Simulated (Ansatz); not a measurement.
The same path of BClFH + H2 (6 atoms, charge 0, multiplicity 1) was run twice with different band settings. Lost on the way: B1–F2, H5–H6. Made: B1–H5, F2–H6.

Theory: RKS LDA/def2-SVP in Ansatz 0.2.0.

Relaxed end points:

```xyz
6
Properties=species:S:1:pos:R:3
B 0.029 -0.349 0.048
F 0.052 -0.840 1.262
Cl 1.518 -0.279 -0.852
H -1.022 -0.003 -0.453
H 0.518 1.992 0.648
H 0.054 1.942 1.277
```

```xyz
6
Properties=species:S:1:pos:R:3
B 0.111 0.398 -0.170
F 0.056 -0.044 1.614
Cl 1.548 -0.385 -0.804
H -0.977 0.000 -0.535
H 0.243 1.589 0.146
H 0.168 0.906 1.678
```

Common settings: movable images 9; climbing image yes; optimiser quadratic models (default); start path through a guess of the saddle point; force threshold 0.05 eV/Å; iteration limit 60; end points relaxed.

| run | spring |
| --- | --- |
| 1 | 5.0 eV/Å² |
| 2 | 0.5 eV/Å² |

Problem. What does each run give, and how far can it be trusted?

Solution. Run 1: converged after 32 iterations, highest image 1.345 eV above the first end. A vibrational analysis at the climbing image gives one clearly imaginary mode, 694i cm⁻¹: a first-order saddle point.
Run 2: converged after 17 iterations, highest image 1.345 eV above the first end. Another band between the same ends (9 images) ends at a top of the same energy, where a vibrational analysis finds 1 clearly imaginary mode.
The orbitals stay closed-shell, which can raise the energy where a bond breaks towards radicals; this wasn't checked here.
